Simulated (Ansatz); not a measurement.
Forces on a displaced structure

C2H3Si (SMILES C=C=[SiH-]) (charge -1), closed shell, displaced at random from its PBE0-D4/def2-TZVPD minimum.

```json
{"atom": "C1", "x (Å)": "-0.7453", "y (Å)": "-0.0430", "z (Å)": "-0.8567"}
{"atom": "C2", "x (Å)": "-0.0561", "y (Å)": "0.1639", "z (Å)": "0.2253"}
{"atom": "Si3", "x (Å)": "0.8668", "y (Å)": "0.4238", "z (Å)": "1.6979"}
{"atom": "H4", "x (Å)": "-1.5103", "y (Å)": "-0.7667", "z (Å)": "-0.9360"}
{"atom": "H5", "x (Å)": "-0.6146", "y (Å)": "0.6631", "z (Å)": "-1.6785"}
{"atom": "H6", "x (Å)": "1.9770", "y (Å)": "-0.4904", "z (Å)": "1.5062"}
```

Computed with Ansatz 0.2.0 (basis: def2-TZVPPD); correlated methods freeze the cores.

CCSD(T) forces from the calculation:
| atom | Fx | Fy | Fz (eV/Å) |
| --- | --- | --- | --- |
| C1 | -0.273 | 1.137 | -1.398 |
| C2 | 1.677 | -0.298 | 1.997 |
| Si3 | -1.329 | 1.177 | 0.555 |
| H4 | -0.931 | -0.873 | -0.233 |
| H5 | -0.162 | -0.224 | -0.421 |
| H6 | 1.019 | -0.919 | -0.499 |

Q: Which atom feels the largest CCSD(T) force, and how large is it?

A: C2, 2.62 eV/Å, along (0.64, -0.11, 0.76).

Root-mean-square difference of the force components from those of CCSD(T): PBE-D4 0.203; r2SCAN-D4 0.236; PBE0-D4 0.272; wB97M-V 0.238 eV/Å.

The T1 diagnostic stays at or below 0.019. The restricted Hartree–Fock reference is unstable towards an unrestricted one here. These are differences at one structure, and CCSD(T) in triple zeta is itself an approximation.

For scale, one of the runs: CCSD(T)/def2-TZVPPD forces, 173 basis functions, launched by `ansatz run in.yaml --threads 2 --pin off --events-out ev --progress --plain --max-ram 4352MiB`. Hardware: 2 CPU threads of an Arm Neoverse N1, shared host. Wall time 3.2 min; peak host memory 2.7 GiB.
